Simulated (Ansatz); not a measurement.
Two isomers of C5H6: A = `C=C=C1CC1`, B = `C#CC1CC1`.

Isolated molecules relaxed with PBE0-D4/def2-TZVP in Ansatz; ΔE leaves out vibrations. CCSD(T)/CBS adds triple-zeta CCSD(T) − MP2 to the extrapolated MP2 energy (def2 sets, frozen cores). Functionals use def2-TZVPP. B3LYP here is the variant with VWN-RPA as its local correlation; programs differ in this.

Task: Which is lower in electronic energy at CCSD(T)/CBS, and by how much? (Estimate.)

Result: The calculation gave: B, by 9.0 kcal/mol.

Task: Give E(B) − E(A) in kcal/mol with PBE-D4, ωB97M-V, CCSD(T)/def2-TZVPP, LDA (SPW92), BLYP-D4, HF/def2-TZVPP, B3LYP-D4. (An estimate is asked.)

Result: Computed: PBE-D4 -1.6, ωB97M-V -7.1, CCSD(T)/def2-TZVPP -9.0, LDA (SPW92) -1.4, BLYP-D4 -2.1, HF/def2-TZVPP -9.9, B3LYP-D4 -3.9. None reverses the order clearly.

Task: Does the order hold for the free energy at 298.15 K (harmonic terms from PBE0-D4)? (An estimate is asked.)

Result: Ansatz gave: Yes: G(B) − G(A) = -8.5 kcal/mol.

Largest T1 diagnostic: 0.011.

From r2SCAN to r2SCAN0 (25 % exact exchange), in def2-TZVPP and without D4, E(B) − E(A) moves by −1.8 kcal/mol. Leaving LDA and LC-ωPBE aside and taking each functional with its dispersion term where it has one, the values, not all of them listed here, spread over 6.8 kcal/mol, from PBE-QIDH to PBE-D4.
